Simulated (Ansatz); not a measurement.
Ansatz (a program for electronic structure) input (B3LYP/3-21G): The .json file is the Basis Set Exchange's 3-21G.

Ansatz 0.2 input:
```yaml
crystal:
  periodic: [false, false, false]
  atoms:
    - {symbol: C, position_ang: [0.59753466, 1.74308735, 0.00415876]}
    - {symbol: C, position_ang: [0.59953286, 0.40913995, 0.00070042]}
    - {symbol: C, position_ang: [-0.59953286, -0.40913995, -0.00070042]}
    - {symbol: C, position_ang: [-0.59753466, -1.74308735, -0.00415876]}
    - {symbol: H, position_ang: [1.51677473, 2.31296276, 0.00508382]}
    - {symbol: H, position_ang: [-0.32918900, 2.30525528, 0.00617206]}
    - {symbol: H, position_ang: [1.54641423, -0.12382865, -0.00124931]}
    - {symbol: H, position_ang: [-1.54641423, 0.12382865, 0.00124931]}
    - {symbol: H, position_ang: [0.32918900, -2.30525528, -0.00617206]}
    - {symbol: H, position_ang: [-1.51677473, -2.31296276, -0.00508382]}
basis:
  gaussian:
    orbitals: 3-21G.json
hamiltonian:
  xc: {name: B3LYP}
output: {forces: true}
```

From the last part of the output:

```
WARN ansatz: RAYON_NUM_THREADS=1 ignored (pool sized by the plan → 1); use --threads N
Functional definition: B3LYP
integrals: 0.01 GiB planned
638 factors; integrals over basis functions are off by at most 9.1e-4 eV
mean field: 0.13 GiB planned
mean field evaluation 1: about -4217.3439 eV, gradient 4.2e1 eV
mean field evaluation 2: about -4218.0569 eV, gradient 3.8e1 eV
mean field evaluation 4: about -4221.6240 eV, gradient 2.2e0 eV
mean field evaluation 8: about -4221.5844 eV, gradient 2.2e-2 eV
mean field evaluation 16: about -4221.5844 eV, gradient 1.5e-6 eV
mean field -4221.58444470 eV, -155.1403668499 hartree, gradient 1.5e-6 eV, S^2 0.000000; 0 other end points of the search recorded, 0 dependent functions left out
the calculation of the forces begins
reference -4221.58464694 eV, -155.1403742822 hartree; 15, 15 occupied and 33, 33 virtual orbitals, 638 factors
Total energy: -4221.58464694 eV, -155.1403742822 hartree
Atom 0 at     0.597535     1.743087     0.004159 Å, force    -0.003554     0.195587     0.000509 eV/Å
Atom 1 at     0.599533     0.409140     0.000700 Å, force     0.207443    -0.079924    -0.000332 eV/Å
Atom 2 at    -0.599533    -0.409140    -0.000700 Å, force    -0.207443     0.079924     0.000332 eV/Å
Atom 3 at    -0.597535    -1.743087    -0.004159 Å, force     0.003554    -0.195587    -0.000509 eV/Å
Atom 4 at     1.516775     2.312963     0.005084 Å, force     0.059754     0.079354     0.000170 eV/Å
Atom 5 at    -0.329189     2.305255     0.006172 Å, force    -0.060148     0.074926     0.000230 eV/Å
Atom 6 at     1.546414    -0.123829    -0.001249 Å, force     0.058439    -0.060564    -0.000192 eV/Å
Atom 7 at    -1.546414     0.123829     0.001249 Å, force    -0.058439     0.060564     0.000192 eV/Å
Atom 8 at     0.329189    -2.305255    -0.006172 Å, force     0.060148    -0.074926    -0.000230 eV/Å
Atom 9 at    -1.516775    -2.312963    -0.005084 Å, force    -0.059754    -0.079354    -0.000170 eV/Å
Dipole moment:    -0.000000    -0.000000     0.000000 e Å
```
